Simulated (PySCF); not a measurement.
## Assignment exercise: C$_{5}$H$_{10}$O

Bonds (- single, = double, # triple, : aromatic): C1-C2, C2-C3, C3-O4, O4-C5, C5-C6, C6-C1. C1 carries H7, H8; C2 carries H9, H10; C3 carries H11, H12; C5 carries H13, H14; C6 carries H15, H16.

Computational details: spin–spin couplings from B3LYP/pcJ-1 (without the spin–dipole term), structure optimised with PBE0-D3(BJ)/def2-SVP, GIAO PBE0/pcSseg-1 shieldings, in PySCF (no relativistic terms, isolated molecule, single conformer, averaged over atoms made equivalent by symmetry, fast rotation or ring inversion).

Referencing at the same level of theory: ¹³C, ¹H vs TMS.

(1) Assign these signals to the numbered atoms. ¹³C{¹H} NMR (computed): δ 69.4 (CH2), 28.5 (CH2), 25.8 (CH2).

(2) Assign these signals to the numbered atoms. ¹H NMR (600 MHz, computed): δ 3.49 (m, 4H), 1.45 (m, 2H), 1.31 (m, 4H).

## Answers

(1) 
| δ (ppm) | atoms | environment | reason |
| --- | --- | --- | --- |
| 69.4 | C3/C5 | sp3 CH2 bonded to O | pulled downfield by the heteroatom |
| 28.5 | C2/C6 | sp3 CH2 in a ring | aliphatic region, no heteroatom directly attached |
| 25.8 | C1 | sp3 CH2 in a ring | – |

(2) 
| δ (ppm) | atoms | environment | reason |
| --- | --- | --- | --- |
| 3.49 | H11/H12/H13/H14 | hydrogen on an sp3 CH2 bonded to O | its carbon carries O, an electronegative neighbour |
| 1.45 | H7/H8 | hydrogen on an sp3 CH2 in a ring | far from electronegative atoms and π systems |
| 1.31 | H9/H10/H15/H16 | hydrogen on an sp3 CH2 in a ring | – |

Splittings below 1 Hz are ignored in the labels, and close J values are merged. Couplings among chemically equivalent protons are left out too, so labels in AA′BB′ or AA′XX′ sets are apparent multiplicities. Unscaled 3J(H,H) at this level run about 10 % above measured values. Shifts are as computed. Against solution values, carbons near 30 ppm lie about +2 ppm off and those near 130 ppm about +5 ppm. Of 1211 compounds with measured shifts, 218 miss one by over three times the rms of a fit or turn the order of signals round; such compounds aren't used in these exercises.
